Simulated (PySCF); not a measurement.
hydrogen peroxide cation (H₂O₂), SMILES OO (connectivity only; charge and spin as stated), charge +1, multiplicity 2. Atoms are numbered in the order given.

```xyz
4

O      0.1577    -0.6279     0.0000
O     -0.1577     0.6279     0.0000
H     -0.7144    -1.1090     0.0000
H      0.7144     1.1090     0.0000
```
Charge +1, spin multiplicity 2.

Coordinates come from a ωB97X-D3(BJ)/def2-TZVP optimisation. The multiplicity is an assumed one; other spin states were not compared.

Two levels are set side by side: PBE/pcH-1 (PySCF) and B3LYP/pcH-1 (PySCF). Contact hyperfine couplings, same geometry. Differences are taken from unrounded values.

```
quantity                        PBE
----------------------------  -----
A(iso) of 17O, atom O1 (MHz)  -27.3
A(iso) of 17O, atom O2 (MHz)  -27.3
A(iso) of 1H, atom H3 (MHz)   -35.5
A(iso) of 1H, atom H4 (MHz)   -35.5
```

These are the PBE values. What does B3LYP give? (Estimate from the structure and the level; the computed values follow.)


| quantity | B3LYP | PBE minus B3LYP |
|---|---|---|
| A(iso) of 17O, atom O1 (MHz) | -49.7 | 22.4 |
| A(iso) of 17O, atom O2 (MHz) | -49.7 | 22.4 |
| A(iso) of 1H, atom H3 (MHz) | -41.7 | 6.2 |
| A(iso) of 1H, atom H4 (MHz) | -41.7 | 6.2 |

Rough cost on one machine, each run with all the roots and properties that it gave: B3LYP against PBE within a factor of 2.
